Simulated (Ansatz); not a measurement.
How methods differ on [AlH4]− (SMILES [H][Al-]([H])([H])[H])

The species is [AlH4]− (5 atoms), meant as a singlet with charge -1. SMILES: `[H][Al-]([H])([H])[H]`. Geometry: a GFN2-xTB relaxation, a rough one for these elements and not checked as a minimum.

```xyz
5

Al   -0.0014   -0.0011    0.0000
H     0.0129   -0.0193    1.6271
H     1.5300    0.0130   -0.5529
H    -0.7739    1.3341   -0.5201
H    -0.7675   -1.3267   -0.5541
```

Quantity: the energy change with the Al1–H2 bond stretched from 1.627 to 3.255 Å, in eV. The values are calculated.

```json
{"level": "HF/6-31G (restricted)", "kind": "Hartree–Fock", "program": "Ansatz", "value (eV)": "2.72", "CPU time (all runs)": "0.32 s"}
{"level": "BLYP/6-31G (restricted)", "kind": "GGA", "program": "Ansatz", "value (eV)": "2.24", "CPU time (all runs)": "2 s"}
{"level": "PBE/6-31G (restricted)", "kind": "GGA", "program": "Ansatz", "value (eV)": "2.31", "CPU time (all runs)": "2 s"}
{"level": "revPBE/6-31G (restricted)", "kind": "GGA", "program": "Ansatz", "value (eV)": "2.25", "CPU time (all runs)": "2 s"}
{"level": "r2SCAN/6-31G (restricted)", "kind": "meta-GGA", "program": "Ansatz", "value (eV)": "2.46", "CPU time (all runs)": "4.4 s"}
{"level": "RPA@PBE/6-31G (restricted)", "kind": "RPA", "program": "Ansatz", "value (eV)": "2.08", "CPU time (all runs)": "2.9 s"}
{"level": "BCCD(T)/6-31G (restricted)", "kind": "coupled cluster or CI", "program": "Ansatz", "value (eV)": "2.23", "CPU time (all runs)": "0.53 s"}
{"level": "CCSD/6-31G (restricted)", "kind": "coupled cluster or CI", "program": "Ansatz", "value (eV)": "2.26", "CPU time (all runs)": "0.45 s"}
{"level": "FCI/3-21G", "kind": "exact in the basis", "program": "Ansatz", "value (eV)": "2.33", "CPU time (all runs)": "21 s"}
```

Sets without diffuse functions describe the anion poorly. The first shape isn't each level's own minimum. The values span 2.08 to 2.72 eV. All rows use very small basis sets, so none should be taken for the real molecule's value. In so small a basis fixed costs decide the times, and correlated methods can beat functionals. Times are those of the runs behind each value, whatever else they computed, on shared processors of several kinds: orders of magnitude only.
